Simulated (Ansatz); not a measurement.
Results of r²SCAN (Ansatz, a program for electronic structure, plane waves, PAW) for litharge SnO.

Run with plane-wave cutoff 600 eV, 10×10×8 k mesh (along the axes of the cell as run), scalar-relativistic PAW data made under PBE.

Cell (relaxed at this level):

```
SnO
1.0
    3.80768     0.00000     0.00000
    0.00000     3.80768     0.00000
    0.00000     0.00000     4.93669
Sn O
2 2
Direct
  0.50000   0.00000   0.76764
  0.00000   0.50000   0.23236
  0.50000   0.50000   0.00000
  0.00000   0.00000   0.00000
```

Problem. Predict the elastic constant C66, Voigt–Reuss–Hill bulk modulus, Young modulus, elastic constant C13, elastic constant C11, elastic constant C12, elastic constant C33 and elastic constant C44.

Solution. 
elastic constant C66: 88.3 GPa
Voigt–Reuss–Hill bulk modulus: 37.3 GPa
Young modulus: 62.0 GPa
elastic constant C13: 11.6 GPa
elastic constant C11: 103 GPa
elastic constant C12: 91.8 GPa
elastic constant C33: 25.2 GPa
elastic constant C44: 26.1 GPa

Note: the cell comes from a level without a dispersion term, which matters for the spacing of layers, chains or molecules.

Elastic constants are with the ions relaxed.

Spin–orbit coupling is not included.
